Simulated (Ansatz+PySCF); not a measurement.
The numbers below are computed, except where a source is named.
Input for PySCF 2.14.0:

```python
from pyscf import gto, scf, mp

mol = gto.M(atom="""
C 0.000000 -0.444770 0.611410
O 0.000000 0.187900 1.533980
F 0.000000 0.118280 -1.105910
H 0.000000 -0.574200 -1.750440
""", basis='cc-pvtz', charge=1, spin=1)
mf = scf.UHF(mol)
mf.kernel()
pt = mp.MP2(mf, frozen=3).run()
print(mf.e_tot, pt.e_corr, pt.e_tot)
```

The script is written out from the run's settings.

The run gave:

```json
{
  "Converged": "yes",
  "Reference energy": "-212.39230 hartree",
  "Correlation energy": "-0.60742 hartree",
  "Total energy": "-212.99972 hartree",
  "Spin squared of the determinant": "0.860"
}
```

Caution: the unrestricted determinant is spin contaminated.
